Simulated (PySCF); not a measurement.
Compound: piperazine, C₄H₁₀N₂.
Cartesian coordinates in Å at the PBE0-D3(BJ)/def2-SVP level; atoms count from 1:
```xyz
16
C4H10N2 angstrom
C     -1.3442    0.3712   -0.2970
C     -0.3464    1.3421    0.3347
N      1.0352    1.0207    0.0200
C      1.3442   -0.3712    0.2970
C      0.3464   -1.3421   -0.3347
N     -1.0352   -1.0207   -0.0200
H     -1.3341    0.5106   -1.3951
H     -2.3736    0.5878    0.0347
H     -0.4609    1.3078    1.4352
H     -0.5560    2.3816    0.0313
H      1.2134    1.2182   -0.9638
H      2.3736   -0.5878   -0.0347
H      1.3341   -0.5106    1.3951
H      0.4609   -1.3078   -1.4352
H      0.5560   -2.3816   -0.0313
H     -1.2134   -1.2182    0.9638
```

The closed-shell ground state was solved at several levels (PySCF, density fitting, gas phase, non-relativistic). The dipole stays under 0.02 D at every level.

| level | basis functions | HOMO (eV) | LUMO (eV) | gap (eV) |
| --- | --- | --- | --- | --- |
| PBE0/aug-cc-pVDZ | 228 | -5.68 | -0.06 | 5.62 |
| LDA/def2-SVPD | 200 | -4.50 | -0.06 | 4.44 |
| wB97X-D/def2-SVPD | 200 | -7.60 | 2.41 | 10.01 |
| PBE0/def2-SVPD | 200 | -5.72 | 0.75 | 6.47 |
| B97-2/pcSseg-2 | 356 | -5.44 | 0.66 | 6.10 |
| HF/def2-SVPD | 200 | -9.07 | 2.79 | 11.86 |
| PBE/def2-SVPD | 200 | -4.38 | 0.04 | 4.42 |
| B3LYP/pcJ-1 | 262 | -5.39 | 1.17 | 6.56 |

(1) Estimate the row for PBE0/pcSseg-1, a basis of 152 functions; the other rows only guide the guess.

(2) Over all these levels, which gives the widest orbital gap and which the narrowest?

(3) How much does the basis alone move the frontier levels among the 3 PBE0 rows (the withheld one included)?

(4) In the def2-SVPD basis, how does the gap go with the fixed share of exact exchange?

Answers

(1) HOMO -5.62 eV, LUMO 1.45 eV, gap 7.07 eV.

(2) HF/def2-SVPD (Hartree–Fock, all exact exchange) has the widest, 11.86 eV, and PBE/def2-SVPD (GGA) the narrowest, 4.42 eV. The two share the basis. From the narrowest to the widest the HOMO moves by -4.69 eV and the LUMO by +2.75 eV.

(3) The HOMO by 0.10 eV and the LUMO by 1.51 eV. By rising basis size (HOMO, LUMO in eV): pcSseg-1 -5.62, 1.45; def2-SVPD -5.72, 0.75; aug-cc-pVDZ -5.68, -0.06.

(4) PBE (0 %) 4.42 eV; LDA (0 %) 4.44 eV; PBE0 (25 %) 6.47 eV; HF (100 %) 11.86 eV. Each rise in the share widens the gap here.

One conformer stands for the species.
